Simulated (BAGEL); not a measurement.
**F2 (fluorine) at CASPT2(14,8)/6-31G(d) (density fitting with qzvpp-jkfit, spherical functions)**

What is the vertical singlet–triplet gap of F2 (fluorine) at CASPT2(14,8)/6-31G* (density fitting with qzvpp-jkfit, spherical functions)? 

Program for the calculation: BAGEL 1.2.2.

2 further runs of the same task are left out: 2 set aside as unsound or not needed. Runs told in other sessions of the task aren't counted.

### Step 1. The molecule

F2 has 2 atoms, charge 0, and is taken as a singlet. SMILES: `FF`. The shape is that of a PBE0-D4/def2-TZVP optimisation.

Bond lengths: F1–F2 1.376 Å.

### Step 2. The energy at CASPT2(14,8)/6-31G(d) (density fitting with qzvpp-jkfit, spherical functions)

Contents of calc.json:

```json
{ "bagel": [

{
  "title": "molecule",
  "basis": "6-31gs.json",
  "df_basis": "qzvpp-jkfit",
  "angstrom": true,
  "geometry": [
    { "atom": "F", "xyz": [   -0.583900,    0.212400,   -0.295000 ] },
    { "atom": "F", "xyz": [    0.583900,   -0.212400,    0.295000 ] }
  ]
},
{
  "title": "hf"
},
{
  "title": "casscf",
  "nstate": 1,
  "nact": 8,
  "nclosed": 2,
  "maxiter": 200,
  "natocc": true
},
{
  "title": "print",
  "file": "orbitals.molden",
  "orbitals": true
},
{
  "title": "smith",
  "method": "caspt2",
  "ms": true,
  "xms": true,
  "sssr": true,
  "shift": 0.0,
  "ncore": 2
}

]}
```

The basis set 6-31G* is read from a file made from the Basis Set Exchange's data (not shown).

Command:

```sh
$ BAGEL_NUM_THREADS=1 BAGEL calc.json > calc.out
```

Log:

```text
* using 1 threads per process

  ===============================================================
  ===============================================================

  *** Geometry ***

  { "atom" : "F", "xyz" : [     -1.103411,      0.401378,     -0.557469 ] },
  { "atom" : "F", "xyz" : [      1.103411,     -0.401378,      0.557469 ] },

  Number of auxiliary basis functions:      154

  Since a DF basis is specified, we compute 2- and 3-index integrals:
    o Being stored without compression. Storage requirement is 0.001 GB

  Number of basis functions:       28
  Number of electrons      :       18

    * METHOD: MOLECULE                             0.02

  *** RHF ***

  === Nuclear Repulsion ===
    31.1594507482

      * DIIS with orbital gradients will be used.

  === RHF iteration (6-31gs.json) ===
      0       -198.65262503          0.01890607           0.00
      1       -198.67142006          0.00397744           0.00
      2       -198.67256381          0.00090735           0.00
      3       -198.67263210          0.00021210           0.00
      4       -198.67263597          0.00002257           0.00
      5       -198.67263601          0.00000140           0.00
      6       -198.67263601          0.00000025           0.00
      7       -198.67263601          0.00000001           0.00
      8       -198.67263601          0.00000000           0.00
    * SCF iteration converged.

    * Permanent dipole moment:
           (    0.000000,    -0.000000,     0.000000) a.u.

    * METHOD: HF                                   0.03

  ---------------------------
      CASSCF calculation
  ---------------------------

    * nstate   :      1
    * nclosed  :      2
    * nact     :      8
    * nvirt    :     18
  === CASSCF iteration (6-31gs.json) ===

    * Using the second-order algorithm

      0  0      -198.73283785     1.22e-02      0.00

      1  0      -198.74539288     8.81e-04      0.02

      2  0      -198.74541061     6.29e-05      0.01

      3  0      -198.74541066     4.87e-06      0.02

      4  0      -198.74541067     4.08e-07      0.02

      5  0      -198.74541067     3.72e-08      0.01

      6  0      -198.74541067     3.82e-09      0.01

    * Second-order optimization converged. *

     guess   0:   closed 1111111.             open ........

  === FCI iteration ===

      0  0      -198.67012021     4.06e-02      0.00
      1  0      -198.74238072     8.39e-03      0.00
      2  0      -198.74522419     1.96e-03      0.00
      3  0      -198.74540940     2.17e-04      0.00
      4  0      -198.74541065     1.93e-05      0.00
      5  0      -198.74541066     3.13e-06      0.00
      6  0      -198.74541066     5.85e-07      0.00
      7  0 *    -198.74541067     9.19e-13      0.00

     * ci vector, state   0, <S^2> = 0.0000
       2222222.    -0.9709951028
       222222.2     0.2335244528

    * METHOD: CASSCF                               0.10

    * METHOD: PRINT                                0.00

  === SMITH program ===

    * freezing 2 orbitals

    * Approximate memory requirement for SMITH calulation per MPI process:
      o Storage requirement for T-amplitude, lambda, and residual is 0.00 GB
      o Storage requirement for MO integrals is 0.00 GB
    * Calculating and saving rdm4f

    * Zeroth order energy : state  0      -13.7321247924

    * CASPT2 iteration is performed using redundant basis

      ---- iteration ----

        0    -0.28462071     0.00861001      0.11
        1    -0.28498409     0.00035386      0.11
        2    -0.28498536     0.00001549      0.12
        3    -0.28498536     0.00000074      0.12

      -------------------

    * CASPT2 energy : state  0     -199.0303960279
        reference weight              0.9415040810

    * METHOD: SMITH                                1.38

  ===============================================================
```

Run time: 1.7 s. Hardware: 1 thread of Arm Neoverse V1, shared host.

### Step 3. The triplet

Contents of calc.json:

```json
{ "bagel": [

{
  "title": "molecule",
  "basis": "6-31gs.json",
  "df_basis": "qzvpp-jkfit",
  "angstrom": true,
  "geometry": [
    { "atom": "F", "xyz": [      -0.583900,       0.212400,      -0.295000 ] },
    { "atom": "F", "xyz": [       0.583900,      -0.212400,       0.295000 ] }
  ]
},

{ "title": "hf" },

{ "title": "casscf", "nstate": 1, "nact": 8, "nclosed": 2, "nspin": 2, "maxiter": 200, "natocc": true },

{ "title": "print", "file": "orbitals.molden", "orbitals": true },

{ "title": "smith", "method": "caspt2", "ms": true, "xms": true, "sssr": true, "shift": 0.0, "ncore": 2 }

]}
```

The basis set 6-31G* is read from a file made from the Basis Set Exchange's data (not shown).

Command:

```sh
$ BAGEL_NUM_THREADS=1 BAGEL calc.json > calc.out
```

Log:

```text
* using 1 threads per process

  ===============================================================
  ===============================================================

  *** Geometry ***

  { "atom" : "F", "xyz" : [     -1.103411,      0.401378,     -0.557469 ] },
  { "atom" : "F", "xyz" : [      1.103411,     -0.401378,      0.557469 ] },

  Number of auxiliary basis functions:      154

  Since a DF basis is specified, we compute 2- and 3-index integrals:
    o Being stored without compression. Storage requirement is 0.001 GB

  Number of basis functions:       28
  Number of electrons      :       18

    * METHOD: MOLECULE                             0.02

  *** RHF ***

  === Nuclear Repulsion ===
    31.1594507482

      * DIIS with orbital gradients will be used.

  === RHF iteration (6-31gs.json) ===
      0       -198.65262503          0.01890607           0.00
      1       -198.67142006          0.00397744           0.00
      2       -198.67256381          0.00090735           0.00
      3       -198.67263210          0.00021210           0.00
      4       -198.67263597          0.00002257           0.00
      5       -198.67263601          0.00000140           0.00
      6       -198.67263601          0.00000025           0.00
      7       -198.67263601          0.00000001           0.00
      8       -198.67263601          0.00000000           0.00
    * SCF iteration converged.

    * Permanent dipole moment:
           (    0.000000,    -0.000000,     0.000000) a.u.

    * METHOD: HF                                   0.03

  ---------------------------
      CASSCF calculation
  ---------------------------

    * nstate   :      1
    * nclosed  :      2
    * nact     :      8
    * nvirt    :     18
  === CASSCF iteration (6-31gs.json) ===

    * Using the second-order algorithm

      0  0      -198.56391712     3.51e-02      0.00

      1  0      -198.58763583     6.67e-04      0.02

      2  0      -198.58764012     1.62e-05      0.01

      3  0      -198.58764012     2.01e-06      0.01

      4  0      -198.58764012     1.77e-07      0.01

      5  0      -198.58764012     2.78e-08      0.01

      6  0      -198.58764012     2.95e-09      0.01

    * Second-order optimization converged. *

     guess   0:   closed 111111..             open ......11

  === FCI iteration ===

      0  0      -198.52784991     4.03e-02      0.00
      1  0      -198.58647544     6.79e-03      0.00
      2  0      -198.58758213     1.82e-03      0.00
      3  0      -198.58763952     1.28e-04      0.00
      4  0      -198.58763997     5.64e-05      0.00
      5  0      -198.58764007     2.46e-05      0.00
      6  0      -198.58764011     1.56e-05      0.00
      7  0      -198.58764012     4.71e-06      0.00
      8  0      -198.58764012     5.49e-07      0.00
      9  0      -198.58764012     3.40e-07      0.00
     10  0      -198.58764012     1.75e-07      0.00
     11  0      -198.58764012     2.26e-08      0.00
     12  0      -198.58764012     2.28e-08      0.00
     13  0      -198.58764012     7.08e-09      0.00
     14  0      -198.58764012     1.12e-08      0.00
     15  0      -198.58764012     1.29e-08      0.00
     16  0      -198.58764012     1.37e-08      0.00
     17  0      -198.58764012     1.73e-08      0.00
     18  0      -198.58764012     7.76e-09      0.00
     19  0      -198.58764012     1.39e-09      0.00
    ** throwing out 1 trial vectors **
     20  0      -198.58764012     1.43e-10      0.00
    ** throwing out 1 trial vectors **
     21  0 *    -198.58764012     4.41e-11      0.00

     * ci vector, state   0, <S^2> = 2.0000
       222222aa    -0.9620598204
       2222aa22    -0.2728386005

    * METHOD: CASSCF                               0.10

    * METHOD: PRINT                                0.00

  === SMITH program ===

    * freezing 2 orbitals

    * Approximate memory requirement for SMITH calulation per MPI process:
      o Storage requirement for T-amplitude, lambda, and residual is 0.00 GB
      o Storage requirement for MO integrals is 0.00 GB
    * Calculating and saving rdm4f

    * Zeroth order energy : state  0      -12.9391065236

    * CASPT2 iteration is performed using redundant basis

      ---- iteration ----

        0    -0.30676000     0.00679368      0.12
        1    -0.30685802     0.00011668      0.13
        2    -0.30685814     0.00000495      0.13
        3    -0.30685814     0.00000009      0.12

      -------------------

    * CASPT2 energy : state  0     -198.8944982661
        reference weight              0.9316087258

    * METHOD: SMITH                                1.28

  ===============================================================
```

Run time: 1.6 s. Hardware: 1 thread of Arm Neoverse V1, shared host.

### Step 4. Outcome

At CASPT2(14,8)/6-31G* (density fitting with qzvpp-jkfit, spherical functions), 2 core orbitals frozen:

| quantity | value |
| --- | --- |
| singlet: total energy | -199.03040 Eh |
| triplet: total energy | -198.89450 Eh |
| vertical energy of the triplet above the singlet | 3.698 eV |

What this shows: At this shape the triplet lies 3.70 eV (357 kJ/mol) above the singlet.
